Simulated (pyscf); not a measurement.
Hydrogen abstraction: H₃C–Al(OH)–OH + H atom (H•) → •H₂C–Al(OH)–OH + hydrogen (H₂)

Gas phase, doublet surface, charge 0. Bonds broken: C2–H5. Bonds formed: H5–H10. Single points on ωB97X-D3(BJ)/def2-SVP structures (PySCF, gas phase).

Transition state (Å):

```xyz
10

Al     0.3279     0.7775    -0.4088
C     -1.0442     0.6466     0.9361
O      0.7518     2.3236    -0.9818
O      1.0173    -0.6638    -0.9968
H     -2.1778     0.4867     0.2066
H     -1.3040     1.5445     1.5151
H     -1.0851    -0.2564     1.5623
H      1.3707     2.5734    -1.6686
H      1.6784    -0.7951    -1.6768
H     -3.0324     0.3679    -0.1835
```

One imaginary mode, 1445i cm⁻¹; descent along it reached the two sides named.

| bond | change | reactant side (Å) | saddle | product side |
|---|---|---|---|---|
| C2–H5 | breaks | 1.104 | 1.358 | 3.0 |
| H5–H10 | forms | 3.2 | 0.947 | 0.774 |

Electronic energies relative to the separated reactants (kcal/mol):

| level | barrier | reaction energy | reverse barrier |
|---|---|---|---|
| ωB97X-D3(BJ)/def2-TZVP | 10.2 | -2.1 | 12.3 |
| PBE/def2-TZVP | 5.5 | -0.7 | 6.2 |
| r²SCAN/def2-TZVP | 3.9 | -5.7 | 9.5 |
| B3LYP-D3(BJ)/def2-TZVP | 4.8 | -5.5 | 10.3 |
| PBE0-D3(BJ)/def2-TZVP | 7.6 | -0.9 | 8.6 |
| M06-2X/def2-TZVP | 11.7 | -2.4 | 14.1 |
| ωB97M-D3(BJ)/def2-TZVP | 10.3 | -2.0 | 12.3 |
| HF/def2-TZVP | 20.0 | -5.4 | 25.5 |

With ωB97M-D3(BJ)/def2-TZVP energies and thermal terms (ideal gas, 1 atm, RRHO with modes under 100 cm⁻¹ raised to 100, one conformer, R ln 2 for chiral ones without a mode under 150 cm⁻¹), in kcal/mol:

```tsv
T (K)	ΔH‡	ΔG‡	ΔH	ΔG
298	7.9	14.9	-3.4	-4.2
600	7.6	22.1	-3.1	-5.1
900	7.5	29.4	-3.2	-6.1
1200	7.5	36.7	-3.6	-7.0
```

One saddle was located; it need not be the lowest between these sides. The angle at the transferred H is 172°.
